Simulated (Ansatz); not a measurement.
`NBF` + H₂S → `NBS` + H–F at 298.15 K and 1 bar (ligand exchange at a B–F bond).

Calculated with Ansatz (gas phase, PBE0-D4/def2-TZVP geometries, no zero-point term in ΔE). CCSD(T)/CBS is the MP2 limit (def2-TZVPP, def2-QZVPP) plus CCSD(T) − MP2 in def2-TZVPP, frozen cores. This one scheme is used for every species. Each species was taken in one conformer, which may not be the lowest.

```json
{"species": "`NBF`", "CCSD(T)/CBS energy (Eh)": "-181.19761", "H − E (kJ/mol)": "123.9", "S (J/(mol·K))": "257.1"}
{"species": "H₂S", "CCSD(T)/CBS energy (Eh)": "-398.97279", "H − E (kJ/mol)": "49.9", "S (J/(mol·K))": "205.7"}
{"species": "`NBS`", "CCSD(T)/CBS energy (Eh)": "-479.74963", "H − E (kJ/mol)": "144.9", "S (J/(mol·K))": "276.6"}
{"species": "H–F", "CCSD(T)/CBS energy (Eh)": "-100.39570", "H − E (kJ/mol)": "33.5", "S (J/(mol·K))": "173.6"}
```

H − E and S are ideal-gas, rigid-rotor, harmonic terms from PBE0-D4/def2-TZVP, for one conformer and one mirror image of each species. 1 Eh = 2625.50 kJ/mol, R = 8.31446 J/(mol·K).

By hand: ΔE, ΔH, ΔS and ΔG.

ΔE = (-479.74963) + (-100.39570) − (-181.19761) − (-398.97279) = 0.02507 Eh = 65.8 kJ/mol. Δ(H − E) = 144.9 + 33.5 − 123.9 − 49.9 = 4.6, so ΔH = 70.4 kJ/mol. ΔS = 276.6 + 173.6 − 257.1 − 205.7 = -12.6 J/(mol·K). ΔG = 70.4 − 298.15 × (-12.6)/1000 = 74.2 kJ/mol.

By hand: the equilibrium constant, and the temperature at which ΔG would vanish if ΔH and ΔS stayed fixed.

log₁₀ K = −ΔG/(RT ln 10) = -13.0. ΔH and −TΔS have one sign here, so there is no such temperature.

The number of gas molecules stays the same, so ΔS is small and ΔH decides. A doubt of 5 kJ/mol in ΔE shifts log₁₀ K by 0.9 here. Other conformers and mirror images would add mixing entropy, several J/(mol·K) or more a flexible species. These are equilibria of isolated gas molecules and say nothing of rates. Largest T1 diagnostic: 0.012 (customary marks: 0.02 for closed shells, 0.045 for open ones).

ΔS is within the doubt of such terms, so its sign, and with it that verdict, could turn.
